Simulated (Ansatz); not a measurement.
Solid bromine: equilibrium volume per atom by level of theory

No measured value is used here.

| level (code) | value (Å³/atom) |
|---|---|
| LDA (Ansatz) | 27.48 |
| PBE (Ansatz) | 40.63 |
| PBE-D4 (Ansatz) | ___ |
| HSE06 (Ansatz) | 40.17 |

Some entries are withheld; supply them.


- PBE-D4 (Ansatz, a quantum-chemistry and plane-wave program), value (Å³/atom): 30.81

LDA, PBE, HSE06: the cell comes from a level without a dispersion term, which matters for the spacing of layers, chains or molecules. Cutoffs and k meshes differ between the levels. Ansatz's density-functional and Hartree–Fock values are scalar-relativistic unless marked +SOC, with PAW data made under PBE.
